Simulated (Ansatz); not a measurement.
The same path of CH5SSi (8 atoms, charge 1, multiplicity 1) was run twice with different band settings. The coordinate that changes most is the height of S3 over the plane of its neighbours.

Method: Ansatz 0.2.0, RKS PBE0-D4/def2-SVP.

Relaxed end points:

```xyz
8
Properties=species:S:1:pos:R:3
Si -0.838 0.957 -0.950
C 0.126 0.288 0.324
S 0.555 -1.389 0.315
H -1.305 0.101 -2.062
H -1.181 2.392 -0.905
H 0.489 0.892 1.162
H 1.902 -1.407 0.545
H 0.252 -1.835 1.570
```

```xyz
8
Properties=species:S:1:pos:R:3
Si -0.743 0.830 -0.873
C 0.201 0.463 0.529
S 0.918 -1.031 1.052
H -1.068 -0.216 -1.868
H -1.224 2.213 -1.067
H 0.432 1.252 1.254
H 1.559 -1.545 -0.038
H -0.075 -1.966 1.013
```

Common settings: movable images 7; climbing image yes; spring 5.0 eV/Å²; start path IDPP; force threshold 0.05 eV/Å; iteration limit 60; end points relaxed.

| run | optimiser |
| --- | --- |
| 1 | quadratic models (default) |
| 2 | fire |

Problem. What does each run give, and how far can it be trusted?

Solution. Run 1: converged after 9 iterations, highest image 1.005 eV above the first end. A vibrational analysis at the climbing image gives one clearly imaginary mode, 862i cm⁻¹: a first-order saddle point.
Run 2: converged after 30 iterations, highest image 1.005 eV above the first end. Another band between the same ends (7 images) ends at a top of the same energy, where a vibrational analysis finds 1 clearly imaginary mode.
Limits of this set-up: the dipole of an ion depends on the origin.
